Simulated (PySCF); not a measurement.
Species: C3H4ClF.
SMILES with atom numbers: `[CH3:1]/[C:2]([Cl:3])=[CH:4]\[F:5]` (hydrogens: H6, H7, H8 on C1; H9 on C4)

Computed by this run: PBE0-D3(BJ)/def2-SVP geometry optimisation, gas phase in PySCF 2.14.0; density fitting, grid level 1; the optimiser is geomeTRIC in internal coordinates, started from a GFN2-xTB structure with every atom displaced at random (about 0.01 Å).

At the end of the run (lengths in Å): C4–H9 1.092, C1–H7 1.098, C4–F5 1.331, C2=C4 1.334, C1–C2 1.487, C1–H6 1.101, C1–H8 1.101, C2–C4–F5 121.2°, Cl3–C2–C4 117.9°, C1–C2–C4 125.6°, C1–C2–Cl3 116.5°, C1–C2–C4–F5 0°, H6–C1–C2–Cl3 -58°.

Question: These geometries were met on the way; a selection of coordinates is given. Order them by energy above the end point, lowest first.
A. C4–H9 1.091, C1–H7 1.097, C4–F5 1.333, C2=C4 1.337, C1–C2 1.488, C1–H6 1.101, C1–H8 1.101, C2–C4–F5 121.3°, Cl3–C2–C4 117.8°, C1–C2–C4 125.6°, C1–C2–Cl3 116.6°, C1–C2–C4–F5 4°, H6–C1–C2–Cl3 -67°
B. C4–H9 1.107, C1–H7 1.104, C4–F5 1.324, C2=C4 1.330, C1–C2 1.487, C1–H6 1.104, C1–H8 1.097, C2–C4–F5 122.8°, Cl3–C2–C4 118.2°, C1–C2–C4 125.6°, C1–C2–Cl3 116.1°, C1–C2–C4–F5 -1°, H6–C1–C2–Cl3 -66°
C. C4–H9 1.049, C1–H7 1.063, C4–F5 1.357, C2=C4 1.353, C1–C2 1.470, C1–H6 1.109, C1–H8 1.109, C2–C4–F5 118.3°, Cl3–C2–C4 117.2°, C1–C2–C4 126.2°, C1–C2–Cl3 116.5°, C1–C2–C4–F5 0°, H6–C1–C2–Cl3 -57°

Answer: A (0.009 eV), B (0.028 eV), C (0.100 eV).

| step | E above end (eV) | rms distance from the end, all atoms (Å) | largest force (eV/Å) | rms shift of all bonds from the end (Å) |
| --- | --- | --- | --- | --- |
| 3 | 0.009 | 0.080 | 0.261 | 0.001 |
| 1 | 0.028 | 0.107 | 1.029 | 0.007 |
| 0 | 0.100 | 0.026 | 3.180 | 0.024 |

Rows stand in the order of the answer.
